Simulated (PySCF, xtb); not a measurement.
CH3F, SMILES CF.

Harmonic wavenumbers (cm⁻¹) from GFN2-xTB (xtb) at its own minimum, in rising order: 1060, 1133, 1133, 1386, 1448, 1448, 2999, 3005, 3006.

**Question.** What does PBE-D3(BJ)/def2-TZVP (PySCF) give at its own minimum? (The exact figures need the calculation; the answer reports its results.)

**Answer.** 1030, 1153, 1153, 1434, 1440, 1440, 2955, 3039, 3039. Paired by order, the mean absolute difference is 27 cm⁻¹ and the zero-point energies are 23.8 and 23.8 kcal/mol.
